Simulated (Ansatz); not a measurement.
What does this script print? It uses the Python package of Ansatz (0.2.0).

`composite.py`
```python
'''A composite energy for AlH3O: DFT geometry, MP2 basis limit, coupled-cluster correction.'''

import itertools

import ansatz
from ase.data import atomic_numbers, covalent_radii
import numpy as np


def main() -> None:
    geometry_ang = [
        ('O', (0.978, -1.0187, 0.3263)),
        ('Al', (-0.1572, 0.3724, -0.2973)),
        ('H', (0.4059, -1.3538, 1.0713)),
        ('H', (-1.1865, 0.08, -1.4096)),
        ('H', (0.0098, 1.8465, 0.2678)),
    ]
    geometry = ansatz.Crystal.molecule()
    for symbol, xyz in geometry_ang:
        geometry = geometry.atom(symbol, xyz)

    model = geometry.calculation()
    model = model.basis(gaussian='def2-SVP')
    model = model.functional('b3lyp')
    symbols = [site.symbol for site in geometry.cartesian_sites]
    start = np.array([site.position_ang for site in geometry.cartesian_sites], dtype=float)
    r = model.relax(force_tolerance=0.01).run().report
    end = np.array(r['positions_ang'])
    # pairs closer than 1.2 times the sum of covalent radii, before or after
    radius = [covalent_radii[atomic_numbers[s]] for s in symbols]
    span = lambda where, i, j: np.linalg.norm(where[i] - where[j])
    bonded = [(i, j) for i, j in itertools.combinations(range(len(symbols)), 2) if min(span(start, i, j), span(end, i, j)) < 1.2 * (radius[i] + radius[j])]
    print('pair        before    after (A)')
    for i, j in bonded:
        print(f'{symbols[i]}{i}-{symbols[j]}{j}'.ljust(10), f'{span(start, i, j):8.4f} {span(end, i, j):8.4f}')

    minimum = ansatz.Crystal.molecule()
    for symbol, place in zip(symbols, end):
        minimum = minimum.atom(symbol, place.tolist())
    at_minimum = minimum.calculation()
    # MP2 extrapolated to the basis limit, plus the small-basis difference CCSD(T) - MP2
    level = lambda method, basis: at_minimum.basis(gaussian=basis).correlation(method).run().report
    small, large, cluster = level('mp2', 'cc-pVDZ'), level('mp2', 'cc-pVTZ'), level('ccsd_t', 'cc-pVDZ')
    corr = lambda each: (each['free_energy_ev'] - each['reference_energy_ev']) / 27.211386246
    mp2_limit = (27 * corr(large) - 8 * corr(small)) / 19
    pieces = {'HF / cc-pVTZ': large['reference_energy_ev'] / 27.211386246, 'MP2 correlation, DZ-TZ limit': mp2_limit, 'CCSD(T) - MP2 / cc-pVDZ': corr(cluster) - corr(small)}
    for name, value in pieces.items():
        print(f'{name:32s} {value:14.6f} Ha')
    print(f'{"sum":32s} {sum(pieces.values()):14.6f} Ha')
    print('T1 diagnostic', round(cluster['correlation']['coupled_cluster']['t1_diagnostic'], 4))


if __name__ == '__main__':
    main()
```

Output of `python composite.py`:
```text
pair        before    after (A)
O0-Al1       1.9007   1.7061
O0-H2        0.9973   0.9613
Al1-H3       1.5434   1.5853
Al1-H4       1.5875   1.5766
HF / cc-pVTZ                        -318.609835 Ha
MP2 correlation, DZ-TZ limit          -0.362525 Ha
CCSD(T) - MP2 / cc-pVDZ               -0.025968 Ha
sum                                 -318.998328 Ha
T1 diagnostic 0.015
```

Notes:
- Total energies depend on the basis set; only differences at equal settings carry meaning.
- The sum leaves out core correlation, relativity, the Hartree-Fock basis error and zero-point energy; a DZ-TZ extrapolation is rough.
- b3lyp holds the VWN-RPA fit, as in Gaussian; the form of ORCA and Turbomole is b3lyp5.
- Inner cores stay frozen, so this is valence correlation.
- For Al to Cl the sets with a tight d function, cc-pV(X+d)Z, are usual.
- An extrapolation from small basis sets is rough.
- It ran for 12 s on 1 thread of Arm Neoverse V1, on a shared host, peak memory 0.21 GiB.
